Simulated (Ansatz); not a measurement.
Forces away from equilibrium

SiH₂S₂ (SMILES S=[SiH]S), closed shell, at a frame of a short PBE0-D4/def2-SVP trajectory.

S1  (-1.876, 0.679, 0.806)
Si2  (-0.575, -0.365, -0.196)
S3  (1.601, 0.069, -0.157)
H4  (-0.952, -1.206, -1.316)
H5  (1.319, 1.064, 0.747)
(Å)

Computed with Ansatz 0.2.0 (basis: def2-TZVPP); correlated methods freeze the cores.

CCSD(T) forces from the calculation:
```json
{"atom": "S1", "Fx": "-0.083", "Fy": "-0.099", "Fz (eV/Å)": "0.250"}
{"atom": "Si2", "Fx": "1.256", "Fy": "1.194", "Fz (eV/Å)": "0.054"}
{"atom": "S3", "Fx": "-1.637", "Fy": "0.030", "Fz (eV/Å)": "0.424"}
{"atom": "H4", "Fx": "0.224", "Fy": "-0.569", "Fz (eV/Å)": "-0.269"}
{"atom": "H5", "Fx": "0.239", "Fy": "-0.556", "Fz (eV/Å)": "-0.459"}
```

Root-mean-square difference of the force components from those of CCSD(T): PBE-D4 0.177; r2SCAN-D4 0.082; PBE0-D4 0.126; wB97M-V 0.159 eV/Å.

The T1 diagnostic stays at or below 0.017.

For scale, one of the runs: CCSD(T)/def2-TZVPP forces, 154 basis functions, launched by `ansatz run in.yaml --threads 2 --pin off --events-out ev --progress --plain --max-ram 3481MiB`. Time: 4.5 min of wall clock on 2 CPU threads of an AMD EPYC; the host was shared. Peak host memory: 1.5 GiB.
